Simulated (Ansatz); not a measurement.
The same path of ClH + FH3Si (7 atoms, charge 0, multiplicity 1) was run 3 times with different band settings. Lost on the way: Si1–F2, Cl6–H7. Made: Si1–Cl6, F2–H7.

All numbers below come from Ansatz, RKS PBE-D4/def2-SVP.

Relaxed end points:

```xyz
7
Properties=species:S:1:pos:R:3
Si 0.254 0.000 -0.121
F 0.106 0.000 1.532
H 1.723 0.000 -0.419
H -0.393 1.241 -0.653
H -0.393 -1.241 -0.653
Cl -3.001 0.000 1.490
H -1.767 0.000 1.920
```

```xyz
7
Properties=species:S:1:pos:R:3
Si -0.411 0.000 -0.531
F 0.032 0.001 2.881
H 0.759 0.000 0.397
H -0.448 1.231 -1.384
H -0.448 -1.231 -1.385
Cl -2.149 0.000 0.664
H -0.806 0.000 2.454
```

Common settings: spring 5.0 eV/Å²; optimiser quadratic models (default); start path through a guess of the saddle point; iteration limit 60; end points relaxed.

| run | movable images | climbing image | force threshold |
| --- | --- | --- | --- |
| 1 | 5 | yes | 0.05 eV/Å |
| 2 | 8 | no | 0.05 eV/Å |
| 3 | 5 | yes | 0.5 eV/Å |

Problem. What does each run give, and how far can it be trusted?

Solution. Run 1: converged after 9 iterations, highest image 1.180 eV above the first end. A vibrational analysis at the climbing image gives 2 clearly imaginary modes (296i, 170i cm⁻¹): a point of higher order, so a lower path passes nearby.
Run 2: converged after 8 iterations, highest image 1.139 eV above the first end. No image climbed, so the highest image needn't sit at the top of the path.
Run 3: converged after 6 iterations, highest image 1.194 eV above the first end. The threshold of 0.5 eV/Å is loose, so the images may lie well off the minimum-energy path. The order of the stationary point at the top wasn't checked.
The orbitals stay closed-shell, which can raise the energy where a bond breaks towards radicals; this wasn't checked here.
